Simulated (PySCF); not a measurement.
Coordinates in bohr (charge 0 multiplicity 3):
```
P     0.0000    2.3520    0.0000
P     0.0000   -2.3520    0.0000
P     3.2286    0.0000    0.0000
P    -3.2286    0.0000    0.0000
```

These are results of UPBE0 in PySCF with P def2-TZVP; no relativity; density-fitted integrals, not measurements.

This geometry of P4 is a stationary point at this level.

What is the point group?

D2h.

Is it a minimum?

Yes: all harmonic wavenumbers are real.

Which band is strongest in the infrared?

567 cm⁻¹ (b1u), 15 km/mol.

Give the atomic charges and bond orders.


| atom | Mulliken | Löwdin | polar tensor | spin (Mulliken) | Mayer order to P1 |
| --- | --- | --- | --- | --- | --- |
| P1 | 0.11 | 0.09 | 0.14 | 0.86 | – |
| P2 | 0.11 | 0.09 | 0.14 | 0.86 | 0.61 |
| P3,4 | -0.11 | -0.09 | -0.14 | 0.14 | 1.25 |
Other Mayer orders above 0.3: P–P 0.41, P–P 1.25 (×2).

What is the atomisation energy, with and without zero-point energy?

952 kJ/mol without, 938 kJ/mol with.

Only a few start shapes were tried, so a lower isomer may exist.
